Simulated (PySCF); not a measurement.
An unknown is described by computed data only.

Formula: C3H5N3.

* Rotational structure: rotational constants A, B, C: 9.632, 3.823, 2.785 GHz [PBE0-D3(BJ)/def2-TZVP]
* 13C NMR: chemical shifts (computed TMS as zero) by class: 160.6 (1 C), 148.9 (1 C), 37.8 (1 C) ppm [GIAO B97-2/pcSseg-2]
* 1H NMR: chemical shifts (computed TMS as zero) by class: 8.00 (1 H), 7.83 (1 H), 3.78 (3 H) ppm [GIAO B97-2/pcSseg-2]
* NMR, other nuclei: isotropic shieldings of nuclei other than C and H, by class: -67 (1 N), -25 (1 N), 31 (1 N) ppm [GIAO B97-2/pcSseg-2]
* Dipole: 3.36 D [B97-2/pcSseg-2]

The electronic properties come from PySCF, for the isolated species, density fitting. Levels stand in brackets. Geometry: PBE0-D3(BJ)/def2-TZVP; no solvent, vibrations or thermal averaging. NMR classes are plain means over equivalent atoms (diastereotopic ones count apart unless rotation or inversion swaps them), as if these changed places fast.

**Question.** Give a SMILES that accounts for the data.

**Answer.** Numbering: `[CH3:1][n:2]1[cH:3][n:4][cH:5][n:6]1`. Its formula, C3H5N3, gives 3 degrees of unsaturation: 1 ring and 2 π bonds in the structure found (Kekulé form). 3 carbons fall into 3 classes; from least to most shielded: aromatic CH next to a ring nitrogen [C5] (160.6 ppm), aromatic CH next to a ring nitrogen [C3] (148.9 ppm), N-methyl carbon [C1] (37.8 ppm). Hydrogen classes from least to most shielded: 1 H on an aromatic CH next to a ring nitrogen, C5 (8.00 ppm), 1 H on an aromatic CH next to a ring nitrogen, C3 (7.83 ppm), 3 H on an N-methyl carbon, C1 (3.78 ppm). The other shieldings belong to: -67 ppm, pyridine-type nitrogen [N6]; -25 ppm, pyridine-type nitrogen [N4]; 31 ppm, pyrrole-type nitrogen [N2]. The optimised geometry has point group Cs and is an asymmetric top. Structure: `Cn1cncn1`. Computed isomers that give other values at the same levels: `Cn1ccnn1` (13C chemical shifts (computed TMS as zero) by class: 140.9 (1 C), 127.2 (1 C), 37.8 (1 C) ppm); `Cn1cnnc1` (13C chemical shifts (computed TMS as zero) by class: 147.9 (2 C), 32.2 (1 C) ppm); `Cn1nccn1` (13C chemical shifts (computed TMS as zero) by class: 139.9 (2 C), 43.5 (1 C) ppm). The assignments are read from this structure; whether some other isomer fits the data as well wasn't checked.
